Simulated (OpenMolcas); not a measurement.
**BH2ClO (SMILES OBCl) at 6 levels**

Aim: a comparison of 6 runs (HF/3-21G, B3LYP/6-31G*, B2PLYP/def2-SVPD, BHLYP/def2-SVPD, BLYP/def2-SVPD, SVWN5/def2-SVPD) of BH2ClO. 

Program for the calculation: OpenMolcas 26.06.

1 further run of the same task is left out (set aside as unsound or not needed).

## Step 1: The molecule

BH2ClO: 5 atoms, total charge 0, spin state singlet. As SMILES, `OBCl`. The shape is that of a PBE0-D4/def2-TZVP optimisation. This is one conformer, not always the lowest.

Bond lengths: O1–B2 1.340 Å, B2–Cl3 1.766 Å, O1–H4 0.963 Å, B2–H5 1.189 Å. Angles: O1–B2–Cl3 121.0°, O1–B2–H5 119.8°, Cl3–B2–H5 119.2°, B2–O1–H4 113.9°.

## Step 2: Energy and forces at HF/3-21G (run 1)

mol.input reads:

```
* BClH2O Hartree-Fock
&GATEWAY
BasLib
$CurrDir
BasisSet
O.3-21G....
O1 -0.863300 -0.618600 -0.002900 angstrom
End of Basis
BasisSet
B.3-21G....
B2 0.379000 -0.137200 0.137900 angstrom
End of Basis
BasisSet
Cl.3-21G....
Cl3 0.788600 1.496000 -0.395300 angstrom
End of Basis
BasisSet
H.3-21G....
H4 -1.477700 0.001200 -0.409700 angstrom
H5 1.223300 -0.815100 0.628600 angstrom
End of Basis
&SEWARD
&SCF
Thresholds
1e-10 1e-07 1e-07 1e-05
PrOrbitals
1 2
&ALASKA
```

The basis set 3-21G is read from a file made from the Basis Set Exchange's data (not shown).

Started as:

```console
$ export MOLCAS_MEM=1860
$ pymolcas mol.input > mol.log
```

Output:

```text
--- Start Module: gateway ---
[...]
--- Stop Module: gateway /rc=_RC_ALL_IS_WELL_ ---
[...]
      Basis functions           35
[...]
--- Start Module: scf ---
[...]
       Convergence after  14 Iterations
[...]
::    Total SCF energy                               -557.5346947975
[...]
      Total spin, S                                     0.0000000000
[...]
      Total electronic charge=   32.000000
      Total            charge=   -0.000000
[...]
      Dipole Moment (debye):
      Origin of the operator (angstrom)=    0.2764    0.6265   -0.1896
                   X= -1.3960E+00               Y= -3.0632E-01               Z= -2.5022E-01           Total=  1.4509E+00
      Quadrupole Moment (debye*angstrom):
[...]
--- Stop Module: scf /rc=_RC_ALL_IS_WELL_ ---
--- Start Module: alaska ---
[...]
 *              Molecular gradients               *
 **************************************************
  Irreducible representation: a
 ------------------------------------------------------------------------------------------
                              X                       Y                       Z
 ------------------------------------------------------------------------------------------
  O1                1.09448141381421E-02   -2.84465522486599E-03    4.02125627427963E-03
  B2               -2.55348904288577E-02    2.63804747018752E-02   -1.71443805021299E-02
  CL3              -6.57589105102918E-03   -2.26542130148726E-02    7.15607291734521E-03
  H4                1.46971506836842E-02    4.39471316095963E-03    2.17777694564592E-03
  H5                6.46881665803534E-03   -5.27631962310071E-03    3.78927436486176E-03
 ------------------------------------------------------------------------------------------
--- Stop Module: alaska /rc=_RC_ALL_IS_WELL_ ---
[...]
```

Wall time 1.8 s (1 thread of Arm Neoverse V2, shared host); peak memory 0.37 GiB.

## Step 3: Energy and gradient at B3LYP/6-31G(d) (Cartesian functions) (run 2)

job.input reads:

```
>>> EXPORT MOLCAS_PRINT=2

&gateway
 baslib=$CurrDir
 coord
 5
 bohr
 O     -1.63140056    -1.16898458    -0.00548021
 B      0.71620620    -0.25927042     0.26059323
 Cl     1.49023802     2.82703028    -0.74700874
 H     -2.79244829     0.00226767    -0.77422079
 H      2.31170197    -1.54031576     1.18788184
 basis=6-31Gs
 group=NoSym

&seward
 gridinput
 Grid=UltraFine
 End of Grid

&scf
 ksdft=B3LYP
 thresholds=1e-10 1e-07 1e-07 1e-05
 prorbitals=1 1

&alaska
```

The basis set 6-31G* is read from a file made from the Basis Set Exchange's data (not shown).

Started as:

```console
$ export MOLCAS_MEM=1860
$ pymolcas job.input > job.log
```

Output:

```text
--- Start Module: gateway ---
[...]
--- Stop Module: gateway /rc=_RC_ALL_IS_WELL_ ---
[...]
      Basis functions           53
[...]
--- Start Module: scf ---
[...]
       Convergence after  15 Iterations
[...]
::    Total KS-DFT energy                            -561.5612083540
[...]
      Total spin, S                                     0.0000000000
[...]
      Total electronic charge=   32.000000
      Total            charge=   -0.000000
[...]
      Dipole Moment (debye):
      Origin of the operator (angstrom)=    0.2764    0.6265   -0.1896
                   X= -1.2741E+00               Y=  5.3825E-02               Z= -3.5948E-01           Total=  1.3250E+00
      Quadrupole Moment (debye*angstrom):
[...]
--- Stop Module: scf /rc=_RC_ALL_IS_WELL_ ---
[...]
--- Start Module: alaska ---
[...]
 *              Molecular gradients               *
 **************************************************
  Irreducible representation: a
 ------------------------------------------------------------------------------------------
                              X                       Y                       Z
 ------------------------------------------------------------------------------------------
  O1               -7.86148971766210E-04    8.11580507187770E-03   -3.40216572810648E-03
  B2               -2.51802504584031E-03    4.86439178568876E-03   -2.57408523136116E-03
  CL3              -2.49725929393829E-03   -7.73670889590328E-03    2.37579280105660E-03
  H4                4.82402471658760E-03   -5.17708003890638E-03    3.31703004944783E-03
  H5                9.77408594996287E-04   -6.64079227954417E-05    2.83428108981187E-04
 ------------------------------------------------------------------------------------------
--- Stop Module: alaska /rc=_RC_ALL_IS_WELL_ ---
[...]
```

It took 11 s on 1 thread of Arm Neoverse V2, shared host; peak memory 0.38 GiB.

Runs 3 to 5 aren't shown in full; the table further down has their settings and results.

## Step 4: Energy and gradient at SVWN5/def2-SVPD (run 6)

job.inp reads:

```
* BClH2O Kohn-Sham DFT

&GATEWAY
  BasLib = $CurrDir
  Coord
  5
  angstrom
  O       -0.863300      -0.618600      -0.002900
  B        0.379000      -0.137200       0.137900
  Cl       0.788600       1.496000      -0.395300
  H       -1.477700       0.001200      -0.409700
  H        1.223300      -0.815100       0.628600
  Basis = def2-SVPD
  Group = NoSym

&SEWARD
  GridInput
  Grid=UltraFine
  End of Grid

&SCF
  KSDFT = SVWN5
  Thresholds = 1e-10 1e-07 1e-07 1e-05
  PrOrbitals = 0

&ALASKA
```

The basis set def2-SVPD is read from a file made from the Basis Set Exchange's data (not shown).

Started as:

```console
$ export MOLCAS_MEM=1860
$ pymolcas job.inp > job.log
```

Output:

```text
--- Start Module: gateway ---
[...]
--- Stop Module: gateway /rc=_RC_ALL_IS_WELL_ ---
[...]
      Basis functions           86
[...]
--- Start Module: scf ---
[...]
       Convergence after  15 Iterations
[...]
::    Total KS-DFT energy                            -559.0501643219
[...]
      Total spin, S                                     0.0000000000
[...]
      Total electronic charge=   32.000000
      Total            charge=   -0.000000
[...]
      Dipole Moment (debye):
      Origin of the operator (angstrom)=    0.2764    0.6265   -0.1896
                   X= -1.0576E+00               Y=  2.0779E-01               Z= -3.6251E-01           Total=  1.1372E+00
      Quadrupole Moment (debye*angstrom):
[...]
--- Stop Module: scf /rc=_RC_ALL_IS_WELL_ ---
[...]
--- Start Module: alaska ---
[...]
 *              Molecular gradients               *
 **************************************************
  Irreducible representation: a
 ------------------------------------------------------------------------------------------
                              X                       Y                       Z
 ------------------------------------------------------------------------------------------
  O1               -1.18797304533889E-02    6.09393823652127E-03   -5.55407689402698E-03
  B2                7.90099200064542E-03   -3.02743278695150E-03    3.29508914925647E-03
  CL3               1.17959450163685E-03    8.67464168656795E-04   -2.95859061472115E-05
  H4                1.01824249909583E-02   -9.10642971860343E-03    6.28475958183916E-03
  H5               -7.38328103982422E-03    5.17246010037420E-03   -3.99618593091100E-03
 ------------------------------------------------------------------------------------------
--- Stop Module: alaska /rc=_RC_ALL_IS_WELL_ ---
[...]
```

Wall time 16 s (1 thread of Arm Neoverse V2, shared host); peak memory 0.47 GiB.

## Step 5: Overview of the runs

```
run                               level  Cartesian functions  integration grid  energy (Eh)  dipole moment (D)  HOMO energy (eV)  LUMO energy (eV)  wall time
  1                            HF/3-21G                   no                 –  -557.534695               1.45            -12.66              3.65      1.8 s
  2  B3LYP/6-31G* (Cartesian functions)                  yes         UltraFine  -561.561208               1.32             -8.73             -0.21       11 s
  3                    B2PLYP/def2-SVPD                   no         UltraFine  -561.126029               1.00            -10.49              0.73       17 s
  4                     BHLYP/def2-SVPD                   no         UltraFine  -561.311977               1.00            -10.54              0.56       20 s
  5                      BLYP/def2-SVPD                   no         UltraFine  -561.329501               1.10             -7.67             -1.40       22 s
  6                     SVWN5/def2-SVPD                   no         UltraFine  -559.050164               1.14             -7.93             -1.79       16 s
```

## Step 6: What came out

| quantity | value |
| --- | --- |
| run 6: total energy | -559.05016 Eh |
| run 6: dipole moment | 1.14 D |
| run 6: HOMO energy | -7.93 eV |
| run 6: LUMO energy | -1.79 eV |
| run 6: HOMO–LUMO gap | 6.13 eV |
| run 6: largest force on an atom | 0.773 eV/Å |

The dipole moment (its size) runs from 1.00 D (B2PLYP/def2-SVPD) to 1.45 D (HF/3-21G). The two ends differ in method and basis. A double hybrid's value is that of its SCF part. The HOMO–LUMO gap runs from 6.13 eV (SVWN5/def2-SVPD) to 16.32 eV (HF/3-21G). For B2PLYP the log adds the whole second-order term; the table takes 0.27 of it, as the functional is defined. Totals of different functionals can't be ranked against each other. All runs together took 89 s, the longest 22 s.
